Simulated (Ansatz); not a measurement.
C2H5NO can be A, `CNC=O`, or B, `N=CCO`.

Computed with Ansatz on PBE0-D4/def2-TZVP structures; ΔE is electronic, products minus reactants. CBS: MP2 limit from def2 TZ/QZ plus the TZ coupled-cluster correction, frozen cores. DFT in def2-TZVPP. B3LYP here is the variant with VWN-RPA as its local correlation; programs differ in this. One conformer a species, not always the lowest.

Which is lower in electronic energy at CCSD(T)/CBS, and by how much? (Best estimate.)

The calculation gave: A, by 17.3 kcal/mol.

Give E(B) − E(A) in kcal/mol with MP2/def2-TZVPP, BLYP-D4, B2PLYP, PBE-D4, B3LYP-D4, B3LYP, r2SCAN-D4. (An estimate is asked.)

Ansatz gave: MP2/def2-TZVPP 19.2, BLYP-D4 21.2, B2PLYP 20.4, PBE-D4 21.2, B3LYP-D4 20.7, B3LYP 20.8, r2SCAN-D4 21.3. None reverses the order clearly.

Does the order hold for the free energy at 298.15 K (harmonic terms from PBE0-D4)? (Best estimate.)

Ansatz gave: Yes: G(B) − G(A) = +17.9 kcal/mol, for one conformer each.

Largest T1 diagnostic: 0.015.

From r2SCAN to r2SCAN0 (25 % exact exchange), in def2-TZVPP and without D4, E(B) − E(A) moves by −0.7 kcal/mol. In def2-TZVPP, CCSD(T) changes the Hartree–Fock value by −2.7 kcal/mol (the triples alone add +0.1 kcal/mol) and MP2 by −1.0 kcal/mol.
